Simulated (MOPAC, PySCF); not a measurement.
CH4O, SMILES `OC`, neutral singlet in the gas phase. 

Cartesian coordinates (Å):
```xyz
6

C     -0.3422    -0.0151    -0.0183
O      0.9762    -0.4999    -0.1466
H     -0.6222     0.2541     1.0305
H     -0.5593     0.8731    -0.6621
H     -1.0286    -0.8248    -0.3399
H      1.5761     0.2127     0.1364
```
Charge 0, multiplicity 1.

All levels are single points at this geometry (PBE-D3(BJ)/def2-SVP); Pople sets use spherical d functions. Orbital energies aren't observables, and empty levels follow the basis.

M06-2X/6-31G* in PySCF gives gap (eV) = 12.64.

Question: Estimate the gap (eV) from each of these levels: PBE-D3(BJ)/def2-TZVP in PySCF; BP86/6-31G* in PySCF; SVWN5/6-31G* in PySCF; HF/6-31G* in PySCF; AM1 in MOPAC.

Answer: 
```
level                          gap (eV)
-----------------------------  --------
PBE-D3(BJ)/def2-TZVP in PySCF      6.34
BP86/6-31G* in PySCF               7.25
SVWN5/6-31G* in PySCF              6.98
HF/6-31G* in PySCF                18.15
AM1 in MOPAC                      14.84
```
